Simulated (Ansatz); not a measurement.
`FC1=CC(F)C1` → 4 C• + 2 F• + 4 H•  (atomization)

Calculated with Ansatz (gas phase, PBE0-D4/def2-TZVP geometries, no zero-point term in ΔE). CBS: MP2 limit from def2 TZ/QZ plus the TZ coupled-cluster correction, frozen cores. This one scheme is used for every species, atoms too. Open shells (•) are unrestricted, without spin–orbit coupling. Spin–orbit coupling would lower the free atoms: a little for C, F.

`FC1=CC(F)C1`:

Cartesian coordinates in Å:
```
F -0.722 -0.647 -2.195
C -0.249 -0.232 -1.038
C 0.892 0.344 -0.676
C 0.490 0.249 0.768
F 0.363 1.451 1.432
C -0.864 -0.366 0.314
H 1.781 0.695 -1.179
H 1.100 -0.406 1.396
H -1.081 -1.379 0.661
H -1.711 0.291 0.518
```

```tsv
species	CCSD(T)/def2-TZVPP energy (Eh)
`FC1=CC(F)C1`	-353.95962
C•	-37.78103
F•	-99.62506
H•	-0.49981
```

Problem. Work out ΔE.

Solution. ΔE = 4 × (-37.78103) + 4 × (-0.49981) + 2 × (-99.62506) − (-353.95962) = 1.58614 Eh = +995.3 kcal/mol. CCSD(T)/CBS gives +1021.3 kcal/mol.

Problem. What do rigid-rotor, harmonic-oscillator terms from PBE0-D4/def2-TZVP frequencies (298.15 K, 1 bar) make of the CCSD(T)/CBS value? (An estimate is asked.)

Solution. Ansatz gave: ΔZPE = -45.3 kcal/mol, ΔH = +987.1 kcal/mol, ΔS = 1107 J/(mol·K), ΔG = +908.2 kcal/mol. Open shells count their whole term as degenerate.

Largest T1 diagnostic among the species: 0.012.

From BLYP to BHLYP (50 % exact exchange), in def2-TZVPP and without D4, ΔE moves by −40.5 kcal/mol: exact exchange takes away binding that semilocal exchange gives to molecules. In def2-TZVPP, CCSD(T) changes the Hartree–Fock value by +264.4 kcal/mol (the triples alone add +19.6 kcal/mol) and MP2 by +296.1 kcal/mol; breaking electron pairs costs correlation energy, which Hartree–Fock lacks.

For atomizations the MP2-based limit and the directly extrapolated one differ by several kJ/mol either way, and by 10 to 25 for some Ge, Se and Sn compounds, so smaller differences from it don't rank the levels.
